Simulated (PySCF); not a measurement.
# SiH, PBE0: how much the basis matters

PySCF, UKS reference; doublet, unpaired electrons π ↑; De to Si + H without counterpoise correction.

```tsv
basis	relativity	functions	Re (Å)	ωe (cm⁻¹)	De (eV)	μ (D)
STO-3G	no relativity	10	1.501	2455	4.49	-0.06
cc-pV(D+d)Z/cc-pVDZ	no relativity	28	1.541	2020	3.06	0.19
6-311G(d,p)	no relativity	32	1.536	2025	3.04	0.24
def2-TZVP	no relativity	43	1.532	2025	3.09	0.14
pcseg-2	no relativity	48	1.532	2022	3.07	0.23
def2-TZVPP	no relativity	56	1.532	2023	3.10	0.14
def2-TZVPPD	no relativity	65	1.531	2024	3.10	0.13
```

Task: How does each smaller set differ from the one with most functions, def2-TZVPPD?

Result: STO-3G: -3.0 pm, +21.3 % in ωe, +1.39 eV in De; cc-pV(D+d)Z/cc-pVDZ: +1.0 pm, -0.2 % in ωe, -0.04 eV in De; 6-311G(d,p): +0.5 pm, +0.0 % in ωe, -0.06 eV in De; def2-TZVP: +0.1 pm, +0.0 % in ωe, -0.01 eV in De; pcseg-2: +0.1 pm, -0.1 % in ωe, -0.03 eV in De; def2-TZVPP: +0.1 pm, -0.0 % in ωe, +0.00 eV in De. All at PBE0; the set with most functions is neither the basis-set limit nor always the best.

A positive dipole means Si(−)H(+). STO-3G is very small, so such numbers show the basis as much as the molecule. The state is the lowest determinant that a PBE0 search found; another state may lie lower at other levels.
